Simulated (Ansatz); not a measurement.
```yaml
atoms:
  - { symbol: S, position_ang: [-0.0739, 0.1373, -0.1087] }
  - { symbol: H, position_ang: [-0.0046, 0.0290, 1.3694] }
```

UHF on doublet SH was run in several spherical basis sets with Ansatz (development build ahead of 0.2.0).

Q: Rank the basis sets by the total energy that they give, lowest first, with the distance from the lowest.
A. def2-SVP
B. cc-pVDZ
C. STO-3G
D. 6-31G
E. aug-cc-pVDZ

A: E (0.00 eV), B (0.09 eV), D (1.34 eV), A (3.61 eV), C (119.34 eV).

Totals follow the description of the cores as much as that of the bonds, so this order isn't one of quality for chemistry.
